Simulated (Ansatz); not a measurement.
How far each method lies from RCCSDT(Q) for SiH4, singlet

Geometry: displaced at random from a stationary point.

```yaml
atoms:
  - { symbol: Si, position_ang: [0.0115, 0.0061, 0.0014] }
  - { symbol: H, position_ang: [0.7025, 0.8732, 0.8698] }
  - { symbol: H, position_ang: [-0.9363, -0.8724, 0.8623] }
  - { symbol: H, position_ang: [-0.8484, 0.7823, -0.8381] }
  - { symbol: H, position_ang: [0.7617, -0.9522, -0.9330] }
```

Basis cc-pVTZ; Ansatz 0.2.0. Correlated methods freeze the noble-gas cores, which leaves 8 electrons in 85 orbitals. R marks a restricted (for open shells ROHF) determinant. Active spaces: valence = (8e, 8o) chosen from the atoms' valence shells.

Full CI isn't at hand for all of this; RCCSDT(Q) serves as the reference, and is uncertain by about the last step of the cluster series.

- UHF ⟨S²⟩: 0.000
- T1 diagnostic (RCCSD): 0.0112
- largest doubles amplitude (RCCSD): 0.029

```csv
level,E − E(RCCSDT(Q)) (kJ/mol),share of correlation (%),wall time
RHF,468.0,0.00,–
RMP2,90.9,80.57,–
RCCSD,12.4,97.35,–
RCCSD(T),2.2,99.53,1.3 s
BCCD(T),2.1,99.54,1.8 s
RCCSDT,0.3,99.94,–
CASSCF (valence space),320.6,31.49,–
NEVPT2 (valence space),101.1,78.39,4.8 s
```

The correlation energy at RCCSDT(Q), counted from RHF, is -4.850 eV. That run took 2.3 min on 1 thread of Arm Neoverse V1, shared host.

Times hold each run's SCF and search for its determinant on a shared host, so for small cases they say little of a method's own cost; they ran on 1 thread of Arm Neoverse V1.

Natural occupations of CASSCF (valence space) about the gap: 1.987 1.981 1.977 1.975 0.029 0.020 0.016 0.014; effectively unpaired electrons, Σ n²(2−n)², 0.01.
